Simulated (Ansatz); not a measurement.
# Smallest direct gap on the k points sampled of 2H WS2 at several levels of theory

No measured value is used here.

Problem. Put these levels in order of the smallest direct gap on the k points sampled that they give for 2H WS2, smallest first: B3LYP (VWN-RPA form) (Ansatz, an electronic-structure program), HSE06+SOC (Ansatz), r²SCAN+SOC (Ansatz).

Solution. r²SCAN+SOC (1.76 eV), HSE06+SOC (2.10 eV), B3LYP (VWN-RPA form) (2.73 eV)

At these levels the smallest gap is indirect and lower: r²SCAN+SOC 1.04, HSE06+SOC 1.44, B3LYP (VWN-RPA form) 1.94 eV. Computed values are for a static lattice. Levels without +SOC have no spin–orbit coupling; where heavier elements are present it shifts gaps, mostly down, and can invert bands. The crystal itself was run without spin with B3LYP (VWN-RPA form); a magnetic state was not tried in these runs. Values are at the measured cell. Cutoffs and k meshes differ between the levels. Ansatz's density-functional and Hartree–Fock values are scalar-relativistic unless marked +SOC, with PAW data made under PBE.
